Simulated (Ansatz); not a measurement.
Born–Oppenheimer molecular dynamics of CH4SSi (7 atoms, charge 0, multiplicity 1). It starts from a relaxed structure.

Theory: RKS PBE0/cc-pVDZ (Ansatz 0.2.0).

- ensemble: NVT, Langevin thermostat
- time step: 0.5 fs
- steps asked: 400
- set temperature: 300 K
- friction: 0.005 /fs
- seed: 843950

First frame:

```xyz
7
Properties=species:S:1:pos:R:3
C -0.820 0.672 -0.319
S 0.015 -0.400 0.906
Si 1.738 -1.108 -0.117
H -1.725 1.071 0.158
H -0.167 1.505 -0.610
H -1.104 0.092 -1.208
H 2.124 -1.900 1.145
```

(1) How far do the bonds stretch over the last three quarters of this one trajectory? (Pairs bonded in most of those frames.)

Answers

(1) 
```csv
bond,mean (Å),spread (Å),shortest,longest
C1–S2,1.842,0.048,1.75,1.91
C1–H4,1.102,0.031,1.04,1.16
C1–H5,1.101,0.024,1.05,1.15
C1–H6,1.103,0.029,1.05,1.15
S2–Si3,2.123,0.015,2.10,2.16
Si3–H7,1.544,0.039,1.46,1.63
```

Mean temperature of the second half: 276 K. A run of 0.2 ps of so small a system gives no equilibrium averages.

Time of the run: 8.8 min on 2 threads of Arm Neoverse V1 (shared host), peak memory 0.13 GiB.
